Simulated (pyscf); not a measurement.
Elementary routes open to H₂As–InH₂ + silane (SiH₄) in the gas phase (singlet surface):
A. H₃Si–AsH–InH₂ + hydrogen (H₂) (As–H, H–Si broken; As–Si, H–H formed)
B. H₂As–In [singlet] + hydrogen (H₂) + silane (SiH₄) (H–In, H–In, H–Si broken; H–H, H–Si formed)

Structures and frequencies: ωB97X-D3(BJ)/def2-SVP in PySCF.

### Question
Rank the routes by free-energy barrier at 600 K, lowest first, for ωB97M-D3(BJ)/def2-TZVP energies (ideal gas, 1 atm, RRHO with modes under 100 cm⁻¹ raised to 100, one conformer, R ln 2 for chiral ones without a mode under 150 cm⁻¹).

### Answer
B (2.92 eV), A (3.63 eV)

Route B is the fastest of these, ahead of the next by 0.71 eV. The most stable products are those of B (ΔG = -0.75 eV), so kinetics and thermodynamics agree. At 1200 K B is still the fastest. A: On the reactant side the descent ends in a complex, 0.26 eV under the separated species and 2.73 eV under the saddle at ωB97X-D3(BJ)/def2-TZVP. On the product side the descent ends in an adduct with a In–Si contact (not fully relaxed), 0.05 eV under the separated species and 2.93 eV under the saddle at ωB97X-D3(BJ)/def2-TZVP. B: On the reactant side the descent ends in a complex (not fully relaxed), 0.24 eV under the separated species and 2.26 eV under the saddle at ωB97X-D3(BJ)/def2-TZVP. On the product side the descent ends in a complex (not fully relaxed), 0.32 eV under the separated species and 2.32 eV under the saddle at ωB97X-D3(BJ)/def2-TZVP. Only these routes are compared; each barrier is that of the saddle found, and lower ones may exist. Elements up to Kr have no core potential and no relativistic terms here. Elements past Kr carry the def2 core potentials, without spin-orbit coupling.
